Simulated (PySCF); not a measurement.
System: zinc-blende BP. Method: EOM-CCSD (PySCF, GTH pseudopotentials, Gaussian basis, TZ basis).

The same calculation (at the measured cell, 11.682 Å³/atom) with different numerical settings; throughout: k mesh 2×2×2:

```json
[
 {"run": "1", "orbitals correlated": "14", "gap over the k-points evaluated (eV)": "1.351", "rough time": "9 core-min"},
 {"run": "2", "orbitals correlated": "27", "gap over the k-points evaluated (eV)": "1.399", "rough time": "100 core-min"},
 {"run": "3", "orbitals correlated": "40", "gap over the k-points evaluated (eV)": "[?]", "rough time": "6 core-h"}
]
```

Complete the blanks.


- 3, gap over the k-points evaluated (eV): 1.440

In the column gap over the k-points evaluated (eV) the first row differs from the last by -0.089 and the next to last by -0.041.

The last row is no converged limit: other settings stay fixed.
